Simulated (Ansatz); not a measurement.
bcc V was calculated with r²SCAN (Ansatz, a first-principles code, plane waves, PAW).

A relaxed, unreconstructed slab of the (100) face has 10 atoms, two equal faces of 8.904 Å² each and an energy of -29167.7668 eV. A bulk cell of 2 atoms with the same orientation and in-plane k mesh has -5834.1318 eV. Energies are extrapolated to zero smearing.

Settings: plane-wave cutoff 500 eV, 18×18×1 k mesh (along the axes of the cell as run), Fermi–Dirac smearing 0.1 eV, scalar-relativistic PAW data made under PBE.

Worked out: γ = (E_slab − N E_bulk per atom)/2A = [-29167.7668 − 10 × (-5834.1318/2)]/(2 × 8.904) = 0.1624 eV/Å². With 16.022 J/m² per eV/Å² this is 2.60 J/m², or 1.45 eV per surface cell and face.
